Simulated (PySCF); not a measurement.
# PBE/STO-3G run of PH2F (phosphinous fluoride(8ci,9ci))

Aim: the energy change on altering one bond length of PH2F (phosphinous fluoride(8ci,9ci)) at PBE/STO-3G, from 2 runs. The job is set up through a Python script.

The results are computed with PySCF 2.14.0.

10 further runs of the same task are left out: 1 that didn't finish, 9 set aside as unsound or not needed.

## 1. Starting point

PH2F: 4 atoms, total charge 0, spin state singlet. As SMILES, `FP`. The coordinates come from a GFN2-xTB relaxation.

Bond lengths: F1–P2 1.632 Å, P2–H3 1.406 Å, P2–H4 1.406 Å. Angles: F1–P2–H3 93.5°, F1–P2–H4 93.5°, H3–P2–H4 91.6°.

## 2. A single-point energy at PBE/STO-3G

Input file mol.xyz:

```xyz
4

F      1.160540     0.668850    -0.222660
P     -0.072030    -0.369080    -0.479670
H     -1.053910     0.574260    -0.129560
H     -0.034600    -0.874030     0.831900
```

Input file job.py:

```python
from pyscf import gto, dft

mol = gto.M(
    atom='mol.xyz',
    basis='sto-3g',
    verbose=4,
    spin=0,
    charge=0,
    max_memory=1860,
)

mf = dft.RKS(mol, xc='pbe')
mf.conv_tol = 1e-10
mf.grids.level = 5
mf.kernel()
if not mf.converged:
    mf = mf.newton().run(mf.mo_coeff, mf.mo_occ)

etot = mf.e_tot
print('E = %.10f Eh' % etot)
```

Run with:

```sh
$ OMP_NUM_THREADS=1 python job.py
```

The log of the run:

```text
PySCF version 2.14.0

[INPUT] num. atoms = 4
[INPUT] num. electrons = 26
[INPUT] charge = 0
[INPUT] spin (= nelec alpha-beta = 2S) = 0
[INPUT] symmetry False subgroup None
[INPUT] Mole.unit = angstrom
[INPUT] Symbol           X                Y                Z      unit          X                Y                Z       unit  Magmom
[INPUT]  1 F      1.160540000000   0.668850000000  -0.222660000000 AA    2.193102756603   1.263943318415  -0.420766418896 Bohr   0.0
[INPUT]  2 P     -0.072030000000  -0.369080000000  -0.479670000000 AA   -0.136116972752  -0.697460118054  -0.906444930170 Bohr   0.0
[INPUT]  3 H     -1.053910000000   0.574260000000  -0.129560000000 AA   -1.991601259940   1.085194124293  -0.244832916699 Bohr   0.0
[INPUT]  4 H     -0.034600000000  -0.874030000000   0.831900000000 AA   -0.065384523910  -1.651677324654   1.572063163026 Bohr   0.0

nuclear repulsion = 59.6290175704312
number of shells = 10
number of NR pGTOs = 48
number of NR cGTOs = 16
basis = sto-3g
ecp = {}

******** <class 'pyscf.dft.rks.RKS'> ********
method = RKS
initial guess = minao
damping factor = 0
level_shift factor = 0
DIIS = <class 'pyscf.scf.diis.CDIIS'>
diis_start_cycle = 1
diis_space = 8
diis_damp = 0
SCF conv_tol = 1e-10
SCF conv_tol_grad = None
SCF max_cycles = 50
direct_scf = True
direct_scf_tol = 1e-13
XC library pyscf.dft.libxc version 7.0.0
    S. Lehtola, C. Steigemann, M. J.T. Oliveira, and M. A.L. Marques.,  SoftwareX 7, 1–5 (2018)
XC functionals = pbe
    J. P. Perdew, K. Burke, and M. Ernzerhof.,  Phys. Rev. Lett. 77, 3865 (1996)
    J. P. Perdew, K. Burke, and M. Ernzerhof.,  Phys. Rev. Lett. 78, 1396 (1997)
    J. P. Perdew, K. Burke, and M. Ernzerhof.,  Phys. Rev. Lett. 77, 3865 (1996)
    J. P. Perdew, K. Burke, and M. Ernzerhof.,  Phys. Rev. Lett. 78, 1396 (1997)
radial grids:
    Treutler-Ahlrichs [JCP 102, 346 (1995); DOI:10.1063/1.469408] (M4) radial grids

becke partition: Becke, JCP 88, 2547 (1988); DOI:10.1063/1.454033
pruning grids: <function nwchem_prune>
grids dens level: 5
symmetrized grids: False
atomic radii adjust function: <function treutler_atomic_radii_adjust>
small_rho_cutoff = 0
Set gradient conv threshold to 1e-05
Initial guess from minao.
tot grids = 134552
init E= -436.67021863317
  HOMO = -0.246704884446144  LUMO = 0.0512389003983667  gap/eV = 8.10746
cycle= 1 E= -436.705571689063  delta_E= -0.0354  |g|= 0.349  |ddm|= 2.27
  HOMO = 0.0628446120639675  LUMO = 0.206969135044261  gap/eV = 3.92183
cycle= 2 E= -436.400987671399  delta_E= 0.305  |g|= 1.08  |ddm|= 2.24
  HOMO = -0.0637986892526811  LUMO = 0.173688273900583  gap/eV = 6.46235
cycle= 3 E= -436.763214654356  delta_E= -0.362  |g|= 0.0931  |ddm|=  1.5
  HOMO = -0.0710938721261722  LUMO = 0.174362540512613  gap/eV = 6.67921
cycle= 4 E= -436.76642899319  delta_E= -0.00321  |g|= 0.018  |ddm|= 0.138
  HOMO = -0.0744088677361998  LUMO = 0.171267266293939  gap/eV = 6.68519
cycle= 5 E= -436.766587944268  delta_E= -0.000159  |g|= 0.00274  |ddm|= 0.039
  HOMO = -0.0747751601793412  LUMO = 0.171218467169512  gap/eV = 6.69383
cycle= 6 E= -436.766590939166  delta_E= -2.99e-06  |g|= 0.000476  |ddm|= 0.00465
  HOMO = -0.0748455222672244  LUMO = 0.171192460378369  gap/eV = 6.69503
cycle= 7 E= -436.766591056185  delta_E= -1.17e-07  |g|= 1.84e-05  |ddm|= 0.00115
  HOMO = -0.0748472875867836  LUMO = 0.171192342799308  gap/eV = 6.69508
cycle= 8 E= -436.766591056326  delta_E= -1.41e-10  |g|= 8.16e-07  |ddm|= 3e-05
  HOMO = -0.0748473008505633  LUMO = 0.17119237648246  gap/eV = 6.69508
cycle= 9 E= -436.766591056327  delta_E= -9.66e-13  |g|= 2.49e-08  |ddm|= 2.05e-06
  HOMO = -0.0748472876694946  LUMO = 0.171192382207307  gap/eV = 6.69508
Extra cycle  E= -436.766591056327  delta_E= 5.68e-14  |g|= 3.84e-08  |ddm|= 1.22e-07
converged SCF energy = -436.766591056327
E = -436.7665910563 Eh
```

Run time: 1.8 s. Hardware: 1 thread of Arm Neoverse V2, shared host; peak memory 0.18 GiB.

## 3. The distorted shape, same level

Input file run.py:

```python
from pyscf import gto, dft

system = gto.M(
    atom='''
F    1.776815   1.187807  -0.094157
P   -0.072030  -0.369080  -0.479670
H   -1.053910   0.574260  -0.129560
H   -0.034600  -0.874030   0.831900
''',
    max_memory=1860,
    basis='sto-3g',
    verbose=4,
    spin=0,
    charge=0,
)

myscf = dft.RKS(system, xc='pbe')
myscf.conv_tol = 1e-10
myscf.grids.level = 5
myscf.kernel()
if not myscf.converged:
    myscf = myscf.newton().run(myscf.mo_coeff, myscf.mo_occ)

e_tot = myscf.e_tot
print(f'total energy: {e_tot:.8f} hartree')
```

Run with:

```sh
$ OMP_NUM_THREADS=1 python run.py
```

The log of the run:

```text
PySCF version 2.14.0

[INPUT] num. atoms = 4
[INPUT] num. electrons = 26
[INPUT] charge = 0
[INPUT] spin (= nelec alpha-beta = 2S) = 0
[INPUT] symmetry False subgroup None
[INPUT] Mole.unit = angstrom
[INPUT] Symbol           X                Y                Z      unit          X                Y                Z       unit  Magmom
[INPUT]  1 F      1.776815000000   1.187807000000  -0.094157000000 AA    3.357693724019   2.244629918841  -0.177930942711 Bohr   0.0
[INPUT]  2 P     -0.072030000000  -0.369080000000  -0.479670000000 AA   -0.136116972752  -0.697460118054  -0.906444930170 Bohr   0.0
[INPUT]  3 H     -1.053910000000   0.574260000000  -0.129560000000 AA   -1.991601259940   1.085194124293  -0.244832916699 Bohr   0.0
[INPUT]  4 H     -0.034600000000  -0.874030000000   0.831900000000 AA   -0.065384523910  -1.651677324654   1.572063163026 Bohr   0.0

nuclear repulsion = 44.0301983461982
number of shells = 10
number of NR pGTOs = 48
number of NR cGTOs = 16
basis = sto-3g
ecp = {}

******** <class 'pyscf.dft.rks.RKS'> ********
method = RKS
initial guess = minao
damping factor = 0
level_shift factor = 0
DIIS = <class 'pyscf.scf.diis.CDIIS'>
diis_start_cycle = 1
diis_space = 8
diis_damp = 0
SCF conv_tol = 1e-10
SCF conv_tol_grad = None
SCF max_cycles = 50
direct_scf = True
direct_scf_tol = 1e-13
XC library pyscf.dft.libxc version 7.0.0
    S. Lehtola, C. Steigemann, M. J.T. Oliveira, and M. A.L. Marques.,  SoftwareX 7, 1–5 (2018)
XC functionals = pbe
    J. P. Perdew, K. Burke, and M. Ernzerhof.,  Phys. Rev. Lett. 77, 3865 (1996)
    J. P. Perdew, K. Burke, and M. Ernzerhof.,  Phys. Rev. Lett. 78, 1396 (1997)
    J. P. Perdew, K. Burke, and M. Ernzerhof.,  Phys. Rev. Lett. 77, 3865 (1996)
    J. P. Perdew, K. Burke, and M. Ernzerhof.,  Phys. Rev. Lett. 78, 1396 (1997)
radial grids:
    Treutler-Ahlrichs [JCP 102, 346 (1995); DOI:10.1063/1.469408] (M4) radial grids

becke partition: Becke, JCP 88, 2547 (1988); DOI:10.1063/1.454033
pruning grids: <function nwchem_prune>
grids dens level: 5
symmetrized grids: False
atomic radii adjust function: <function treutler_atomic_radii_adjust>
small_rho_cutoff = 0
Set gradient conv threshold to 1e-05
[... 1 set-up line as earlier in the session ...]
tot grids = 134552
init E= -436.282714925173
  HOMO = -0.277412551523382  LUMO = -0.139396473669718  gap/eV = 3.75561
cycle= 1 E= -436.375009091639  delta_E= -0.0923  |g|= 0.469  |ddm|=  2.1
  HOMO = 0.157348489424564  LUMO = 0.417686222091192  gap/eV = 7.08415
cycle= 2 E= -423.774026304189  delta_E= 12.6  |g|= 1.19  |ddm|= 8.44
  HOMO = -0.0317476357550487  LUMO = 0.0603518847065044  gap/eV = 2.50616
cycle= 3 E= -436.193144078248  delta_E= -12.4  |g|= 0.352  |ddm|=  8.5
  HOMO = -0.0771912366714758  LUMO = 0.0155364211421507  gap/eV = 2.52325
cycle= 4 E= -436.265086425241  delta_E= -0.0719  |g|= 0.36  |ddm|= 0.572
  HOMO = -0.0713020005780093  LUMO = -0.00896986979317521  gap/eV = 1.69614
cycle= 5 E= -436.644803854949  delta_E= -0.38  |g|= 0.16  |ddm|= 1.91
  HOMO = -0.0860728808161131  LUMO = -0.0282272769406348  gap/eV = 1.57406
cycle= 6 E= -436.563283403308  delta_E= 0.0815  |g|= 0.388  |ddm|= 0.921
  HOMO = -0.0873118049550565  LUMO = -0.0287637720553054  gap/eV = 1.59317
cycle= 7 E= -436.562561335648  delta_E= 0.000722  |g|= 0.387  |ddm|= 0.0249
  HOMO = -0.0591500230287815  LUMO = -0.027386686437976  gap/eV = 0.86432
cycle= 8 E= -436.642111001486  delta_E= -0.0795  |g|= 0.167  |ddm|= 0.448
  HOMO = -0.0441295705140092  LUMO = -0.0238279785517335  gap/eV = 0.55243
cycle= 9 E= -436.656161153896  delta_E= -0.0141  |g|= 0.0145  |ddm|= 0.292
  HOMO = -0.0462370109748907  LUMO = -0.0241480523194472  gap/eV = 0.60107
cycle= 10 E= -436.656208652204  delta_E= -4.75e-05  |g|= 0.0107  |ddm|= 0.0404
  HOMO = -0.0450847426141419  LUMO = -0.0238808862937529  gap/eV = 0.57699
cycle= 11 E= -436.656261204334  delta_E= -5.26e-05  |g|= 0.00247  |ddm|= 0.0206
  HOMO = -0.0452788851724878  LUMO = -0.0239363980967341  gap/eV = 0.58076
cycle= 12 E= -436.656264114076  delta_E= -2.91e-06  |g|= 6.37e-05  |ddm|= 0.00401
  HOMO = -0.0452784580569526  LUMO = -0.0239363133929826  gap/eV = 0.58075
cycle= 13 E= -436.656264122341  delta_E= -8.26e-09  |g|= 7.31e-05  |ddm|= 0.00106
  HOMO = -0.0452858635872206  LUMO = -0.023938234507094  gap/eV = 0.58090
cycle= 14 E= -436.656264125472  delta_E= -3.13e-09  |g|= 1.67e-05  |ddm|= 0.000273
  HOMO = -0.0452845901590666  LUMO = -0.0239378679929237  gap/eV = 0.58087
cycle= 15 E= -436.656264125606  delta_E= -1.34e-10  |g|= 1.09e-06  |ddm|= 2.63e-05
  HOMO = -0.0452845086505921  LUMO = -0.0239378422575971  gap/eV = 0.58087
cycle= 16 E= -436.656264125606  delta_E= -3.41e-13  |g|= 1.1e-07  |ddm|= 3.3e-06
  HOMO = -0.0452844316065786  LUMO = -0.0239378201407369  gap/eV = 0.58087
Extra cycle  E= -436.656264125606  delta_E= 1.14e-13  |g|= 8.55e-07  |ddm|= 2.24e-06
converged SCF energy = -436.656264125606
total energy: -436.65626413 hartree
```

It took 2.5 s on 1 thread of Arm Neoverse V2, shared host; peak memory 0.18 GiB.

## 4. Outcome

Level: PBE/STO-3G.

| quantity | value |
| --- | --- |
| first shape: total energy | -436.76659 Eh |
| first shape: dipole moment | 0.57 D |
| first shape: HOMO energy | -2.04 eV |
| first shape: LUMO energy | 4.66 eV |
| first shape: HOMO–LUMO gap | 6.70 eV |
| distorted shape: total energy | -436.65626 Eh |
| distorted shape: dipole moment | 1.48 D |
| distorted shape: HOMO energy | -1.23 eV |
| distorted shape: LUMO energy | -0.65 eV |
| distorted shape: HOMO–LUMO gap | 0.58 eV |
| energy change with the F1–P2 bond stretched from 1.632 to 2.448 Å | 3.002 eV |

What this shows: One bond (distorted shape) is far stretched, which a spin-restricted single reference describes badly; a broken-symmetry solution may lie lower. With the F1–P2 bond stretched from 1.632 to 2.448 Å the energy rises by 3.00 eV (290 kJ/mol). The first shape isn't relaxed at this level, so the change isn't measured from a minimum. A restricted reference can't describe the breaking bond well at this length. The minimal basis adds a large error of its own. Mulliken charges (distorted shape) run from -0.12 on F1 to +0.27 on P2; they depend strongly on the basis.
